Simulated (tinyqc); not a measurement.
Inside a calculation. Method: UHF in the sto-3g basis, for LiH, spin multiplicity 3. One step of it, computed by the program tinyqc.

Task: Iteration 2: building the Fock matrix. J_ij = sum D_kl (ij|kl) with D = D(alpha) + D(beta), K_ij = sum D_kl (ik|jl) for each spin; F = H + J - K(s); E = tr D H + tr D J / 2 - 0.5 sum_s tr D(s) K(s) + E_nn.

D(alpha) after iteration 1, order 1Li 1s, 1Li 2s, 1Li 2px, 1Li 2py, 1Li 2pz, 2H 1s:
$$\begin{pmatrix}
1.054432 & -0.226646 & 0.000000 & 0.000000 & 0.077631 & 0.023296 \\
-0.226646 & 0.941541 & 0.000000 & 0.000000 & -0.351539 & -0.091798 \\
0.000000 & 0.000000 & 0.000647 & -0.025431 & 0.000000 & 0.000000 \\
0.000000 & 0.000000 & -0.025431 & 0.999353 & 0.000000 & 0.000000 \\
0.077631 & -0.351539 & 0.000000 & 0.000000 & 0.131301 & 0.034266 \\
0.023296 & -0.091798 & 0.000000 & 0.000000 & 0.034266 & 0.008952
\end{pmatrix}$$

D(beta) after iteration 1, order 1Li 1s, 1Li 2s, 1Li 2px, 1Li 2py, 1Li 2pz, 2H 1s:
$$\begin{pmatrix}
1.009892 & -0.021895 & 0.000000 & 0.000000 & 0.000605 & 0.003243 \\
-0.021895 & 0.000475 & 0.000000 & 0.000000 & -0.000013 & -0.000070 \\
0.000000 & 0.000000 & 0.000000 & 0.000000 & 0.000000 & 0.000000 \\
0.000000 & 0.000000 & 0.000000 & 0.000000 & 0.000000 & 0.000000 \\
0.000605 & -0.000013 & 0.000000 & 0.000000 & 0.000000 & 0.000002 \\
0.003243 & -0.000070 & 0.000000 & 0.000000 & 0.000002 & 0.000010
\end{pmatrix}$$

core Hamiltonian H = T + V (hartree), order 1Li 1s, 1Li 2s, 1Li 2px, 1Li 2py, 1Li 2pz, 2H 1s:
$$\begin{pmatrix}
-4.684903 & -1.051811 & 0.000000 & 0.000000 & -0.011445 & -0.156232 \\
-1.051811 & -1.364415 & 0.000000 & 0.000000 & -0.104906 & -0.524538 \\
0.000000 & 0.000000 & -1.109747 & 0.000000 & 0.000000 & 0.000000 \\
0.000000 & 0.000000 & 0.000000 & -1.109747 & 0.000000 & 0.000000 \\
-0.011445 & -0.104906 & 0.000000 & 0.000000 & -1.192425 & -0.684563 \\
-0.156232 & -0.524538 & 0.000000 & 0.000000 & -0.684563 & -1.302474
\end{pmatrix}$$

Two-electron integrals (ij|kl) in chemists' order, unique and non-zero (hartree):
```
(11|11) 1.680395   (21|11) 0.265420   (21|21) 0.049941   (22|11) 0.397727
(22|21) 0.092860   (22|22) 0.290562   (31|31) 0.008981   (32|31) 0.013788
(32|32) 0.064184   (33|11) 0.396640   (33|21) 0.092880   (33|22) 0.290497
(33|33) 0.312946   (41|41) 0.008981   (42|41) 0.013788   (42|42) 0.064184
(43|43) 0.016869   (44|11) 0.396640   (44|21) 0.092880   (44|22) 0.290497
(44|33) 0.279207   (44|44) 0.312946   (51|51) 0.008981   (52|51) 0.013788
(52|52) 0.064184   (53|53) 0.016869   (54|54) 0.016869   (55|11) 0.396640
(55|21) 0.092880   (55|22) 0.290497   (55|33) 0.279207   (55|44) 0.279207
(55|55) 0.312946   (61|11) 0.036909   (61|21) 0.006994   (61|22) 0.013301
(61|33) 0.013146   (61|44) 0.013146   (61|51) 0.000855   (61|52) 0.001667
(61|55) 0.013617   (61|61) 0.001076   (62|11) 0.108833   (62|21) 0.025823
(62|22) 0.088343   (62|33) 0.083467   (62|44) 0.083467   (62|51) 0.004109
(62|52) 0.027173   (62|55) 0.098011   (62|61) 0.004352   (62|62) 0.048143
(63|31) 0.001818   (63|32) 0.009071   (63|53) 0.003930   (63|63) 0.003000
(64|41) 0.001818   (64|42) 0.009071   (64|54) 0.003930   (64|64) 0.003000
(65|11) 0.141692   (65|21) 0.033904   (65|22) 0.119848   (65|33) 0.111616
(65|44) 0.111616   (65|51) 0.006337   (65|52) 0.041768   (65|55) 0.136191
(65|61) 0.005888   (65|62) 0.070828   (65|65) 0.105218   (66|11) 0.278531
(66|21) 0.067065   (66|22) 0.253518   (66|33) 0.231389   (66|44) 0.231389
(66|51) 0.011224   (66|52) 0.094671   (66|55) 0.297638   (66|61) 0.011604
(66|62) 0.176835   (66|65) 0.268861   (66|66) 0.774606
```

nuclear repulsion = 0.83642341 hartree

Give: Coulomb J; exchange K(alpha); exchange K(beta); F(alpha); F(beta); total energy of this density.

Result:

Coulomb J (hartree), order 1Li 1s, 1Li 2s, 1Li 2px, 1Li 2py, 1Li 2pz, 2H 1s:
$$\begin{pmatrix}
4.1545 & 0.7142 & 0.0000 & 0.0000 & -0.0085 & 0.0989 \\
0.7142 & 1.3722 & 0.0000 & 0.0000 & -0.0442 & 0.3707 \\
0.0000 & 0.0000 & 1.3573 & -0.0009 & 0.0000 & 0.0000 \\
0.0000 & 0.0000 & -0.0009 & 1.3909 & 0.0000 & 0.0000 \\
-0.0085 & -0.0442 & 0.0000 & 0.0000 & 1.3613 & 0.4866 \\
0.0989 & 0.3707 & 0.0000 & 0.0000 & 0.4866 & 0.9796
\end{pmatrix}$$

exchange K(alpha) (hartree), order 1Li 1s, 1Li 2s, 1Li 2px, 1Li 2py, 1Li 2pz, 2H 1s:
$$\begin{pmatrix}
1.7092 & 0.2808 & 0.0000 & 0.0000 & -0.0052 & 0.0380 \\
0.2808 & 0.3440 & 0.0000 & 0.0000 & -0.1236 & 0.0285 \\
0.0000 & 0.0000 & 0.0816 & -0.0075 & 0.0000 & 0.0000 \\
0.0000 & 0.0000 & -0.0075 & 0.3773 & 0.0000 & 0.0000 \\
-0.0052 & -0.1236 & 0.0000 & 0.0000 & 0.1245 & 0.0008 \\
0.0380 & 0.0285 & 0.0000 & 0.0000 & 0.0008 & 0.0059
\end{pmatrix}$$

exchange K(beta) (hartree), order 1Li 1s, 1Li 2s, 1Li 2px, 1Li 2py, 1Li 2pz, 2H 1s:
$$\begin{pmatrix}
1.6857 & 0.2587 & 0.0000 & 0.0000 & 0.0007 & 0.0357 \\
0.2587 & 0.0467 & 0.0000 & 0.0000 & 0.0002 & 0.0065 \\
0.0000 & 0.0000 & 0.0085 & 0.0000 & 0.0000 & 0.0000 \\
0.0000 & 0.0000 & 0.0000 & 0.0085 & 0.0000 & 0.0000 \\
0.0007 & 0.0002 & 0.0000 & 0.0000 & 0.0085 & 0.0008 \\
0.0357 & 0.0065 & 0.0000 & 0.0000 & 0.0008 & 0.0010
\end{pmatrix}$$

F(alpha) (hartree), order 1Li 1s, 1Li 2s, 1Li 2px, 1Li 2py, 1Li 2pz, 2H 1s:
$$\begin{pmatrix}
-2.2396 & -0.6184 & 0.0000 & 0.0000 & -0.0147 & -0.0953 \\
-0.6184 & -0.3363 & 0.0000 & 0.0000 & -0.0255 & -0.1823 \\
0.0000 & 0.0000 & 0.1659 & 0.0067 & 0.0000 & 0.0000 \\
0.0000 & 0.0000 & 0.0067 & -0.0961 & 0.0000 & 0.0000 \\
-0.0147 & -0.0255 & 0.0000 & 0.0000 & 0.0444 & -0.1988 \\
-0.0953 & -0.1823 & 0.0000 & 0.0000 & -0.1988 & -0.3287
\end{pmatrix}$$

F(beta) (hartree), order 1Li 1s, 1Li 2s, 1Li 2px, 1Li 2py, 1Li 2pz, 2H 1s:
$$\begin{pmatrix}
-2.2161 & -0.5963 & 0.0000 & 0.0000 & -0.0206 & -0.0931 \\
-0.5963 & -0.0389 & 0.0000 & 0.0000 & -0.1492 & -0.1603 \\
0.0000 & 0.0000 & 0.2390 & -0.0009 & 0.0000 & 0.0000 \\
0.0000 & 0.0000 & -0.0009 & 0.2727 & 0.0000 & 0.0000 \\
-0.0206 & -0.1492 & 0.0000 & 0.0000 & 0.1603 & -0.1988 \\
-0.0931 & -0.1603 & 0.0000 & 0.0000 & -0.1988 & -0.3238
\end{pmatrix}$$

total energy of this density = -7.299167 hartree
